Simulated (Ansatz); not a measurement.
**CrAuS₂ (R-3m)**

These are results of Ansatz 0.2.0, DFT r2SCAN, scalar-relativistic, plane waves, PAW, not measurements.

Settings: cutoff 500 eV, Γ-centred mesh 12×12×12 on the computed 4-atom cell, Gaussian smearing of 0.02 eV; collinear spin from starting moments 3.02 0 0 0 μB.

The structure is relaxed at this level of theory with its symmetry kept. Whether it is the stable form of this composition wasn't checked.

Symmetry: R-3m, No. 166, trigonal system. Conventional cell: a = 3.538 Å, b = 3.538 Å, c = 21.336 Å, α = 90.00°, β = 90.00°, γ = 120.00°. Around Cr (site symmetry -3m) lie 6 S at 2.40 Å. Around S (site symmetry 3m) lie 1 Au at 2.30 Å and 3 Cr at 2.40 Å. Au (site symmetry -3m) is surrounded by 2 S at 2.30 Å.

```
Volume per atom                                                                                                                             : 19.28 Å³
Formation energy from the elements' standard states (uncorrected)                                                                           : -0.755 eV/atom
Generalised Kohn–Sham band gap                                                                                                              : 1.12 eV, indirect from (0.438, 0.438, -0.500) to (0.089, 0.406, 0.406) (the valley at (0.321, 0.000, 0.321) lies within 0.03 eV, so the order isn't resolved)
Löwdin character of the top 1 eV of the valence band                                                                                        : S 3p 41 %, Cr 3d 30 %, Au 5d 18 %, Au 6s 7 %
Löwdin character of the lowest 1 eV of the conduction band                                                                                  : Cr 3d 60 %, S 3p 19 %, unprojected 8 %
Electron masses at the edge by Cartesian direction of the standard setting (m_e; degenerate bands sorted by energy; no spin-orbit coupling) : x: 0.61; y: 0.82; z: 0.40
Hole masses at the edge by Cartesian direction of the standard setting (m_e; degenerate bands sorted by energy; no spin-orbit coupling)     : x: 0.92; y: 2.7; z: 0.41
Bader charges (e)                                                                                                                           : Cr (1 in the cell) 1.41, S (2 in the cell) -0.80, Au (1 in the cell) 0.18
Total moment                                                                                                                                : 3.00 μB per cell
Site moments (μB; atoms counted from 1 over the whole cell)                                                                                 : Cr (atom 1) 2.75, S (atom 2) -0.05, S (atom 3) -0.05
```

The state reached may not be the lowest one. Spin-orbit coupling is left out, which matters for the bands of heavy elements.

Only this magnetic start was tried.

Cost: 3 runs of about 15 core-minutes in all, on Intel Xeon Processor @ 2.50GHz (Skylake/Cascade Lake) (shared hosts).